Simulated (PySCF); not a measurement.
**HCF (CHF): electronic excitations and core binding energies**

Wanted: the electronic excitations and core binding energies of HCF (CHF) (`[CH]F`), by calculation.

Computed with PySCF 2.14.0, with density-fitted response routines of our own, on a single molecule in the gas phase. Atoms are numbered from 0 throughout.

## (1) The starting structure

3 atoms, charge 0, multiplicity 1; geometry from: GFN2-xTB.

Bonds of the start (Å): C0–F1 1.30, C0–H2 1.11.

## (2) Excited states and response: B3LYP/def2-SVPD

Job settings and geometry (Å):

```
{"job": {"kind": "uv", "xc": "B3LYP", "basis": "def2-SVPD", "nstates": 8, "ntriplets": 3}, "charge": 0, "multiplicity": 1}
C     -0.096804     0.475622    -0.002699
F      1.017997    -0.191266    -0.011076
H     -0.909713    -0.286894     0.001222
```

With the program's defaults for keys left out, this is: TDDFT B3LYP/def2-SVPD, vertical, gas phase, core orbitals frozen in the response.

The log of the run:

```text
coarse grid: 2792 points
cycle   1  E = -138.2667046241  dE =  1.127e-01  |g| = 3.439e-01  |ddm| = 1.831e+00
cycle   2  E = -138.2254004116  dE =  4.130e-02  |g| = 6.062e-01  |ddm| = 5.591e-01
cycle   3  E = -138.2878717084  dE = -6.247e-02  |g| = 6.305e-02  |ddm| = 3.641e-01
cycle   4  E = -138.2885445757  dE = -6.729e-04  |g| = 1.059e-02  |ddm| = 4.687e-02
cycle   5  E = -138.2885716365  dE = -2.706e-05  |g| = 2.542e-03  |ddm| = 2.262e-02
cycle   6  E = -138.2885735481  dE = -1.912e-06  |g| = 1.793e-04  |ddm| = 4.956e-03
final grid: 28184 points
cycle   7  E = -138.3079242460  dE = -7.776e-06  |g| = 2.986e-03  |ddm| = 1.369e-02
cycle   8  E = -138.3079208611  dE =  3.385e-06  |g| = 5.376e-03  |ddm| = 4.756e-03
cycle   9  E = -138.3079257254  dE = -4.864e-06  |g| = 1.704e-04  |ddm| = 3.013e-03
cycle  10  E = -138.3079257313  dE = -5.887e-09  |g| = 4.950e-05  |ddm| = 3.432e-04
cycle  11  E = -138.3079257319  dE = -6.524e-10  |g| = 8.619e-06  |ddm| = 9.134e-05
converged SCF energy = -138.3079257319

Static polarisability (au): isotropic 15.855, principal 14.065 15.539 17.961

Singlet excitations
state   eV       nm        f      main configurations
  1   2.0929    592.4   0.00488   H->L 1.00
  2   6.6941    185.2   0.07577   H->L+1 1.00
  3   7.7187    160.6   0.02441   H->L+2 0.98
  4   8.4057    147.5   0.02021   H-1->L 0.97
  5   9.1705    135.2   0.01242   H->L+4 0.98
  6   9.2617    133.9   0.04143   H->L+3 0.90
  7   9.8717    125.6   0.06590   H->L+5 0.89
  8  10.1056    122.7   0.00335   H-3->L 0.97

Triplet excitations (Tamm-Dancoff, eV): 0.5370 6.2094 7.2044
```

Wall time 1 s (1 thread, shared host).

Frontier orbitals and where they lie:

```
orbital      eV                      atoms
 HOMO−3  -15.25  F1 58 %, C0 28 %, H2 14 %
 HOMO−2  -14.40           F1 86 %, C0 14 %
 HOMO−1  -13.25  F1 59 %, C0 29 %, H2 12 %
   HOMO   -6.96  C0 65 %, F1 21 %, H2 14 %
   LUMO   -3.17  C0 67 %, F1 23 %, H2 10 %
 LUMO+1    0.87  C0 57 %, H2 25 %, F1 18 %
 LUMO+2    2.03  F1 45 %, H2 37 %, C0 17 %
```

With each of the 8 states as a Gaussian band of 0.4 eV half-width at 1/e, the curve within the window shown has maxima at 592 nm (ε 200), 185 nm (ε 3,100), 160 nm (ε 1,000), 148 nm (ε 900), 126 nm (ε 3,000) L/(mol cm). Beyond the last state computed it falls off for lack of states. The curve at chosen wavelengths:

```json
{"nm": "119", "ε (L/mol/cm)": "527"}
{"nm": "147", "ε (L/mol/cm)": "897"}
{"nm": "176", "ε (L/mol/cm)": "1517"}
{"nm": "204", "ε (L/mol/cm)": "276"}
{"nm": "233", "ε (L/mol/cm)": "0"}
{"nm": "261", "ε (L/mol/cm)": "0"}
{"nm": "290", "ε (L/mol/cm)": "0"}
{"nm": "318", "ε (L/mol/cm)": "0"}
{"nm": "347", "ε (L/mol/cm)": "0"}
{"nm": "375", "ε (L/mol/cm)": "0"}
{"nm": "403", "ε (L/mol/cm)": "0"}
{"nm": "432", "ε (L/mol/cm)": "5"}
{"nm": "460", "ε (L/mol/cm)": "21"}
{"nm": "489", "ε (L/mol/cm)": "58"}
{"nm": "517", "ε (L/mol/cm)": "111"}
{"nm": "546", "ε (L/mol/cm)": "162"}
{"nm": "574", "ε (L/mol/cm)": "192"}
{"nm": "602", "ε (L/mol/cm)": "196"}
{"nm": "631", "ε (L/mol/cm)": "178"}
{"nm": "659", "ε (L/mol/cm)": "149"}
{"nm": "688", "ε (L/mol/cm)": "116"}
{"nm": "716", "ε (L/mol/cm)": "87"}
{"nm": "745", "ε (L/mol/cm)": "63"}
{"nm": "773", "ε (L/mol/cm)": "44"}
{"nm": "802", "ε (L/mol/cm)": "30"}
{"nm": "830", "ε (L/mol/cm)": "21"}
```

Further results of this job:

```
           property  computed
  dipole moment (D)      1.58
polarisability (Å³)      2.35
 HOMO–LUMO gap (eV)      3.79
      −ε(HOMO) (eV)      6.96
```

## (3) Core holes by ΔSCF: SCAN, X2C

Job settings and geometry (Å):

```
{"job": {"kind": "xps"}, "charge": 0, "multiplicity": 1}
C     -0.096804     0.475622    -0.002699
F      1.017997    -0.191266    -0.011076
H     -0.909713    -0.286894     0.001222
```

Level: delta-SCF UKS SCAN, pcX-2 on the ionised atom, pcseg-1 elsewhere, spin-free X2C.

The log of the run:

```text
ground state, core basis on atom 0 (C), 64 functions
  cycle   1  E = -138.43804962  |g| = 3.16e-01
  cycle   2  E = -138.38882670  |g| = 6.22e-01
  cycle   3  E = -138.45219406  |g| = 8.28e-02
  cycle   4  E = -138.45348591  |g| = 6.88e-03
  cycle   5  E = -138.45349295  |g| = 2.84e-03
  cycle   6  E = -138.45349421  |g| = 8.94e-04
  cycle   7  E = -138.45349432  |g| = 7.37e-05
  E(ground) = -138.44914323 Eh
hole in C 1s of atom 0
  cycle   1  E = -127.08694474  |g| = 1.44e+00
  cycle   2  E = -125.00780542  |g| = 2.57e+00
  cycle   3  E = -127.15979904  |g| = 1.07e+00
  cycle   4  E = -127.57089481  |g| = 1.85e-01
  cycle   5  E = -127.58204053  |g| = 3.23e-02
  cycle   6  E = -127.58260514  |g| = 1.21e-02
  cycle   7  E = -127.58272850  |g| = 4.13e-03
  cycle   8  E = -127.58275205  |g| = 3.26e-03
  cycle   9  E = -127.58275788  |g| = 1.30e-03
  cycle  10  E = -127.58275914  |g| = 3.36e-04
  E(ion) = -127.57855385 Eh   <S^2> = 0.7829   hole on atom = 1.000   binding energy = 295.804 eV
ground state, core basis on atom 1 (F), 64 functions
  cycle   1  E = -138.49655563  |g| = 1.18e-01
  cycle   2  E = -138.49591729  |g| = 7.83e-02
  cycle   3  E = -138.49580035  |g| = 8.25e-02
  cycle   4  E = -138.49677268  |g| = 5.11e-03
  cycle   5  E = -138.49677980  |g| = 2.70e-04
  E(ground) = -138.49419561 Eh
hole in F 1s of atom 1
  cycle   1  E = -112.06697283  |g| = 2.58e+00
  cycle   2  E = -111.95221453  |g| = 2.16e+00
  cycle   3  E = -112.90957539  |g| = 3.48e-01
  cycle   4  E = -112.93812315  |g| = 7.72e-02
  cycle   5  E = -112.94044417  |g| = 1.87e-02
  cycle   6  E = -112.94059272  |g| = 3.66e-03
  cycle   7  E = -112.94059889  |g| = 9.32e-04
  cycle   8  E = -112.94059925  |g| = 5.63e-04
  cycle   9  E = -112.94059946  |g| = 2.83e-04
  E(ion) = -112.94451468 Eh   <S^2> = 0.7576   hole on atom = 1.000   binding energy = 695.242 eV
```

Wall time 1.5 s (1 thread, shared host).

The holes in one table. −ε is the ground-state orbital energy:

```
     hole  stands for            environment  ΔSCF (eV)  −ε (eV)   ⟨S²⟩
C1s on C0          C0  carbon bonded to F, H     295.80    276.9  0.783
F1s on F1          F1   fluorine bonded to C     695.24    668.8  0.758
```

## (4) Outcome

| quantity | value |
| --- | --- |
| lowest singlet (B3LYP/def2-SVPD) | 2.09 eV (592 nm), f = 0.005 |
| brightest single state of those computed | state 2, 6.69 eV, f = 0.076 |
| lowest triplet | 0.54 eV |
| C1s binding energies, SCAN/pcX-2 | C0 295.80 eV |
| F1s binding energies, SCAN/pcX-2 | F1 695.24 eV |

The first singlet state (HOMO→LUMO 1.00) lies at 2.09 eV and is weak; of the 8 states computed, the strongest absorption comes from state 2 at 6.69 eV. The lowest triplet lies 1.56 eV below the lowest singlet (triplets in Tamm-Dancoff, singlets in full TDDFT).
